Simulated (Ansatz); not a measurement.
Species: C2H4O2, SMILES `CC(=O)O` (O–C–O–H torsion 0°) (charge 0, multiplicity 1), formula C₂H₄O₂.

Q: How many basis functions does frozen-core CCSD(T)/cc-pVTZ // B3LYP-D3(BJ)/def2-TZVP (Ansatz, a quantum-chemistry and plane-wave program) use, how many core orbitals are frozen, and how many electrons are correlated?

A: 176 basis functions and 4 frozen orbitals, which leaves 24 correlated electrons. Core time is of the order of minutes.
